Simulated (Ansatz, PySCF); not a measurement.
Species: P2, charge 0, singlet. P2 (phosphanylidynephosphane, SMILES P#P).
B3LYP-D3(BJ)/def2-TZVP minimum from Ansatz (a program for electronic structure):
```xyz
2

P      0.0000     0.0000    -0.9447
P      0.0000     0.0000     0.9447
```

Quantity: enthalpy of formation at 298 K (by atomisation, with ideal-gas terms from PySCF's Hessian at B3LYP-D3(BJ)/def2-TZVP and the atoms' measured values of the G2/97 table; no spin-orbit terms), in kcal/mol. Open shells are spin-unrestricted; no spin-orbit coupling. CBS(X,Y): correlation extrapolated as X^-3, Hartree-Fock from the larger set (Q,5: extrapolated as (X+1)exp(-9√X)). A bracket is a step between two methods taken in the basis named. The functionals are non-relativistic, so their misses hold any scalar relativity. Double hybrids freeze cores in their MP2 part. 'core' is core correlation in cc-pwCVTZ (1s frozen past Ne), 'X2C' scalar relativity in cc-pVTZ-DK, both at CCSD(T). The restricted determinant of P2 (P#P, singlet) is unstable towards broken spin symmetry in at least one set run.

Measured: 34.3 kcal/mol, 143.5 kJ/mol (G2/97 table in ASE (Curtiss et al.)).

Task: How far off this value is PBE/def2-TZVPD (Ansatz), in which direction, and how far these levels: r2SCAN/def2-TZVPD, B3LYP/def2-TZVPD, PBE0/def2-TZVPD, wB97M-V/def2-TZVPD, B2PLYP/def2-TZVPD, CCSD(T)/CBS(cc-pV(Q+d)Z,cc-pV(5+d)Z) + core + X2C?

Result: PBE gives 29.6 kcal/mol, 4.7 kcal/mol below it. Errors of the others: r2SCAN/def2-TZVPD (Ansatz) 4.2; B3LYP/def2-TZVPD (Ansatz) 1.0; PBE0/def2-TZVPD (Ansatz) 5.4; wB97M-V/def2-TZVPD (Ansatz) -2.5; B2PLYP/def2-TZVPD (Ansatz) 1.8; CCSD(T)/CBS(cc-pV(Q+d)Z,cc-pV(5+d)Z) + core + X2C (Ansatz) 0.7; CCSD(T)/CBS(cc-pV(Q+d)Z,cc-pV(5+d)Z) + [CCSDT(Q) - CCSD(T)]/cc-pV(5+d)Z + [CCSDTQ - CCSDT(Q)]/cc-pV(D+d)Z + core + X2C (Ansatz) 0.1 kcal/mol.
